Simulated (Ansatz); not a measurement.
Reaction: CH6SSi (SMILES CS[SiH3]) → SiH3 (SMILES [SiH3], doublet) + CH3S (SMILES C[S], doublet) (the S-Si bond breaks)
Each species at its own B3LYP-D3(BJ)/def2-TZVP minimum (Ansatz, a first-principles code).

Total energies in hartree (Ansatz). Open shells are spin-unrestricted; no spin-orbit coupling. Correlated methods leave the cores frozen. No relativity.

| species | HF/cc-pV(T+d)Z | CCSD(T)/cc-pV(T+d)Z | HF/cc-pV(Q+d)Z | CCSD(T)/cc-pV(Q+d)Z | CCSD(T)/cc-pV(D+d)Z | CCSDT(Q)/cc-pV(D+d)Z |
|---|---|---|---|---|---|---|
| 1: CH6SSi (methylsulfanylsilane, SMILES CS[SiH3]) | -727.89316 | -728.45100 | -727.90295 | -728.49399 | -728.30373 | -728.30567 |
| 2: SiH3 (SMILES [SiH3], doublet) | -290.64257 | -290.78856 | -290.64619 | -290.79897 | -290.75358 | -290.75426 |
| 3: CH3S (SMILES C[S], doublet) | -437.15352 | -437.52789 | -437.15975 | -437.55673 | -437.42442 | -437.42565 |

Q: Work out the bond dissociation energy (electronic) in kJ/mol: take Hartree-Fock from cc-pV(Q+d)Z, extrapolate the CCSD(T) correlation energy as X^-3 (X = 3, 4), and add CCSDT(Q) - CCSD(T) in cc-pV(D+d)Z. 1 hartree = 2625.5 kJ/mol.

A: 
Species 1: correlation (64·(-0.59104) - 27·(-0.55784))/37 = -0.61527; step -0.00194; E1 = -727.90295 + (-0.61527) + (-0.00194) = -728.52016
Species 2: correlation (64·(-0.15278) - 27·(-0.14599))/37 = -0.15773; step -0.00068; E2 = -290.64619 + (-0.15773) + (-0.00068) = -290.80460
Species 3: correlation (64·(-0.39698) - 27·(-0.37437))/37 = -0.41348; step -0.00123; E3 = -437.15975 + (-0.41348) + (-0.00123) = -437.57446
-1·E1 +1·E2 +1·E3 = 0.14110 hartree = 370.5 kJ/mol.
